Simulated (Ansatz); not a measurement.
We consider graphite, described by HSE06-D3(BJ) (PAW; Ansatz, a quantum-chemistry and plane-wave program).

Settings: plane-wave cutoff 460 eV, 12×12×4 k mesh (along the axes of the cell as run), Fermi–Dirac smearing 0.05 eV, scalar-relativistic PAW data made under PBE.

Computed at the level's own relaxed cell.

Q: What does this level give for the lattice constant a and c axis length?

A: 
- lattice constant a: 2.449 Å
- c axis length: 6.725 Å

Measured, for comparison: lattice constant a 2.461 Å (300 K, no zero-point or thermal correction, our sources range from 2.456 to 2.461; as tabulated in Wikipedia's data pages); lattice parameter c 6.67 Å (low temperature, zero-point motion not removed; as tabulated in Berland et al. (2010), arXiv:1007.3305). Computed (rounded) less measured: lattice constant a -0.5 % (-0.3 % to -0.5 % over the range), lattice parameter c +0.8 %. A static lattice is as a rule a little smaller and stiffer than an uncorrected measurement, which narrows the difference in the lattice constant a and would widen misses of the other sign.

It cost roughly 27 core-minutes of CPU time.
